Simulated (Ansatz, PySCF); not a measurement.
Molecule: N₂O, net charge 0, singlet state. 
Geometry from a B3LYP-D3(BJ)/def2-TZVP (Ansatz, an electronic-structure program) optimisation:
```
N
N 1 1.1210
O 1 1.1826 2 180.00
```

Wanted: vertical ionisation energy (to the doublet state of charge +1; each state is the SCF solution reached for its spin; the UHF <S^2> is 0.96 for the doublet (pure: 0.75)), in eV. Cores are frozen in the correlated levels unless marked. UHF or UKS for open shells. Spin-orbit coupling is left out. Non-relativistic. 

```csv
level,program,vertical ionisation energy (eV)
SVWN5/def2-TZVPD,Ansatz,13.28
PBE/def2-TZVPD,Ansatz,12.91
r2SCAN/def2-TZVPD,Ansatz,12.84
B3LYP/def2-TZVPD,Ansatz,12.93
PBE0/def2-TZVPD,Ansatz,12.83
BHLYP/def2-TZVPD,Ansatz,12.61
CAM-B3LYP/def2-TZVPD,Ansatz,12.92
wB97M-V/def2-TZVPD,Ansatz,12.78
wB97X-V/def2-TZVPD,Ansatz,12.80
CCSD/aug-cc-pVDZ,Ansatz,12.58
CCSD/aug-cc-pVTZ,Ansatz,12.71
CCSD(T)/aug-cc-pVDZ,Ansatz,12.72
CCSD(T)/aug-cc-pVTZ,Ansatz,12.88
```

For comparison, minus the highest occupied orbital energy (PySCF): 8.47 eV at M06-L/def2-TZVPD, 13.40 eV at HF/def2-TZVPD, 8.42 eV at TPSS/def2-TZVPD.
